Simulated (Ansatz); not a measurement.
Process, species as SMILES: C#C (C2H2) → C2H2+ (doublet, bonded as C#C) + e-
B3LYP-D3(BJ)/def2-TZVP geometries, fixed; electronic energies without zero-point terms.

Basis-set convergence of the adiabatic ionisation energy at PBE0 with Ansatz (a first-principles code). Cartesian d functions, on some or all atoms, in 6-31G**, 6-31+G*; all else is spherical. The program fits the integrals of some runs and decomposes those of others, by size. Open shells are unrestricted. No added dispersion term, no relativity. Functions are those of the species that has most. Reference: the value in aug-pcseg-3, 11.189 eV, itself unsure by roughly 0.003 eV (its mean distance from aug-cc-pVQZ, cc-pV5Z, def2-QZVPPD).

```json
[
 {"basis": "STO-3G", "functions": "12", "adiabatic ionisation energy (eV)": "10.263"},
 {"basis": "3-21G", "functions": "22", "adiabatic ionisation energy (eV)": "[?]"},
 {"basis": "6-31G", "functions": "22", "adiabatic ionisation energy (eV)": "11.117"},
 {"basis": "pcseg-0", "functions": "22", "adiabatic ionisation energy (eV)": "11.467"},
 {"basis": "def2-SV(P)", "functions": "32", "adiabatic ionisation energy (eV)": "[?]"},
 {"basis": "6-31G**", "functions": "40", "adiabatic ionisation energy (eV)": "10.974"},
 {"basis": "6-31+G*", "functions": "42", "adiabatic ionisation energy (eV)": "[?]"},
 {"basis": "6-311G**", "functions": "48", "adiabatic ionisation energy (eV)": "11.168"},
 {"basis": "pcseg-2", "functions": "88", "adiabatic ionisation energy (eV)": "[?]"},
 {"basis": "6-311++G(3df,3pd)", "functions": "114", "adiabatic ionisation energy (eV)": "11.190"},
 {"basis": "aug-pcseg-2", "functions": "138", "adiabatic ionisation energy (eV)": "11.195"},
 {"basis": "def2-QZVPPD", "functions": "192", "adiabatic ionisation energy (eV)": "11.185"},
 {"basis": "aug-pcseg-3", "functions": "268", "adiabatic ionisation energy (eV)": "11.189"}
]
```

**Question.** Some entries are withheld; supply them.

**Answer.** 
- 3-21G, adiabatic ionisation energy (eV): 11.348
- def2-SV(P), adiabatic ionisation energy (eV): 11.165
- 6-31+G*, adiabatic ionisation energy (eV): 11.111
- pcseg-2, adiabatic ionisation energy (eV): 11.197
